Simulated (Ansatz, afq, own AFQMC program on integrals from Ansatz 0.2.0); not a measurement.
## Atomization energy of AlGeH3, singlet

```yaml
atoms:
  - { symbol: Ge, position_ang: [0.0037, 0.0000, 0.6668] }
  - { symbol: Al, position_ang: [-0.0890, 0.0000, -1.6477] }
  - { symbol: H, position_ang: [0.8350, 1.0566, -0.4001] }
  - { symbol: H, position_ang: [0.8350, -1.0566, -0.4001] }
  - { symbol: H, position_ang: [0.4473, 0.0000, -3.1465] }
```

Connectivity, by distances: Ge–AlH, 2 bridging H.

Atoms in their ground-state spins without spin–orbit coupling (mostly on UHF) minus the molecule (RHF), without zero-point energy. The geometry is a stationary point, not shown to be a minimum.

Basis cc-pVDZ. Only valence electrons are correlated. AFQMC by an in-house program on the Cholesky factors that Ansatz 0.2.0 writes for its CCSD(T) run. The CISD trial takes its coefficients from CCSD amplitudes. Released means that phaseless walkers are propagated on without the constraint, phases kept. Error bars are statistical, one sigma. No spin–orbit coupling. The errors of all members are added in quadrature.

No full CI on the walks' own integrals is used here; CCSDT(Q) serves as the reference and is uncertain by about the last step of the cluster series. Each member takes its own surest rung, up to full CI.

The best estimate is CCSD(T) at the basis-set limit (CBS: def2-TZVPP and def2-QZVPP, with their diffuse functions for anions and beside diffuse sets, MP2 extrapolated, CCSD(T) minus MP2 from TZVPP) plus the step from CCSD(T) to CCSDT(Q) in cc-pVDZ. Rows without CBS are in cc-pVDZ; B2PLYP and the wave-function rows carry a basis error of their own. Core correlation and relativity beyond core potentials are missing, and ± holds the sampling alone.

Cautions: inner d shell frozen; no relativity below Rb; no spin-orbit coupling; AlGeH₃ (singlet): its ph-AFQMC/CISD value lies 38 ± 13 meV above CCSDT(Q).

```json
{"level": "HF", "atomization energy (kJ/mol)": "721.8"}
{"level": "CCSD", "atomization energy (kJ/mol)": "971.7"}
{"level": "MP2", "atomization energy (kJ/mol)": "964.8"}
```

From these cheaper values, estimate the atomization energy at the level of the best estimate.

1101.4 kJ/mol (best estimate, highest rung CCSDT(Q)).

```tsv
level	atomization energy (kJ/mol)	error against the best estimate (kJ/mol)
CCSD(T)	987.8	-113.6
ph-AFQMC/CISD	987.6 ± 1.3	-113.8 ± 1.3
released AFQMC	992.0 ± 1.1	-109.4 ± 1.1
HF/CBS	746.1	-355.3
MP2/CBS	1072.7	-28.7
CCSD(T)/CBS	1098.6	-2.8
surest rungs in cc-pVDZ	990.6	-110.8
```

Correlation beyond CCSD(T) adds 2.8 kJ/mol. Going to the basis-set limit adds 110.8 kJ/mol at CCSD(T). The perturbative (T) step is worth +16.1 kJ/mol.

Best estimates are given only where the step beyond CCSD(T) is under 0.3 eV and no member's determinant is very poor (T1 over 0.05, or 0.07 for open shells, ⟨S²⟩ too high by 0.3, two states mixed), so the hardest cases are missing from such tables.

Each member of a difference takes its own highest rung, so a best estimate needn't equal the limit plus the step of one row. A walk keeps the symmetry of its determinant, which the program's search chose and which needn't be the lowest solution, so a lower state of the same spin and another symmetry isn't excluded. Released energies are given only where the last usable release times agree within the noise; a slower fall can still hide under it.
